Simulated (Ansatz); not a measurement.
A calculation on rutile SnO2 returned lattice constant a 4.789 Å, lattice parameter c 3.228 Å, equilibrium volume per atom 12.34 Å³/atom, bulk modulus 179 GPa.

For reference: lattice constant a 4.737 Å (measured, room temperature, no zero-point or thermal correction; as tabulated in Hiroi (2015), arXiv:1503.02262); lattice parameter c 3.186 Å (measured, room temperature, not corrected to a static lattice; as tabulated in Hiroi (2015), arXiv:1503.02262); bulk modulus 212 GPa (measured, temperature not stated, not corrected to a static lattice, from measured elastic constants; as tabulated in Toher et al. (2017), arXiv:1611.05714).

Q: Which level of theory produced these numbers?
(A) PBE+SOC (Ansatz, a first-principles code)
(B) PBE-D4 (Ansatz)
(C) r²SCAN-D4 (Ansatz)
(D) rVV10 (Ansatz)

A: B, PBE-D4 (Ansatz)

The others give: rVV10 4.832 Å, 3.265 Å, 12.71 Å³/atom, 168 GPa; PBE+SOC 4.827 Å, 3.238 Å, 12.58 Å³/atom, 167 GPa; r²SCAN-D4 4.748 Å, 3.197 Å, 12.01 Å³/atom, 207 GPa.

Unless a cell is named, each level is at its own relaxed cell (PBE+SOC 12.58, PBE-D4 12.34, r²SCAN-D4 12.01, rVV10 12.70 Å³/atom).

Ansatz's density-functional and Hartree–Fock values are scalar-relativistic unless marked +SOC, with PAW data made under PBE.
